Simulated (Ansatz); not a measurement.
# AlFH3N: the cost of one run

Method: RKS B3LYP/def2-mTZVP, in Ansatz 0.2.0.

1 further run of the same task is left out (it didn't finish).

### 1 The system as given

Bond lengths: Al1–H2 1.760 Å, Al1–F3 1.890 Å, Al1–N4 1.920 Å, N4–H5 1.060 Å, N4–H6 1.060 Å. Angles: H2–Al1–F3 40.8°, H2–Al1–N4 158.8°, F3–Al1–N4 160.4°, Al1–N4–H5 120.0°, Al1–N4–H6 120.0°, H5–N4–H6 120.0°.

Structure file:

```xyz
6

Al    0.0000    0.0000    0.0000
H     1.1040    0.0000    1.3707
F     1.8591    0.0000    0.3402
N    -1.6627    0.0000   -0.9600
H    -2.3316   -0.8164   -0.8614
H    -1.9118    0.8164   -1.5886
```

### 2 Pulling towards end A

Springs on the bonds that form and break draw the guess towards this end; the thresholds are loose.

Contents of input.yaml:

```yaml
crystal:
  periodic: [false, false, false]
  atoms:
    - { symbol: Al, position_ang: [0.0, 0.0, 0.0] }
    - { symbol: H, position_ang: [1.104, 0.0, 1.3707] }
    - { symbol: F, position_ang: [1.8591, 0.0, 0.3402] }
    - { symbol: "N", position_ang: [-1.6627, 0.0, -0.96] }
    - { symbol: H, position_ang: [-2.3316, -0.8164, -0.8614] }
    - { symbol: H, position_ang: [-1.9118, 0.8164, -1.5886] }
basis:
  gaussian: { orbitals: def2-mTZVP }
hamiltonian:
  xc: b3lyp
relax:
  f_tol: 0.15
  max_steps: 25
  restrain:
    - { distance: [1, 2], at: 2.12, k: 30.0 }
    - { distance: [0, 1], at: 1.56, k: 30.0 }
    - { distance: [0, 2], at: 1.69, k: 30.0 }
```

The run is started by

```
$ ansatz run input.yaml --threads 1 --pin off --max-ram 2048MiB --backend cpu --events-out ev --progress --plain --runs-dir out
```

**Question.** How long does this run take on 1 thread of Intel Xeon Platinum 8488C (Sapphire Rapids), shared host, and how much memory does it need?

About 16 s, with a peak of 0.15 GiB.
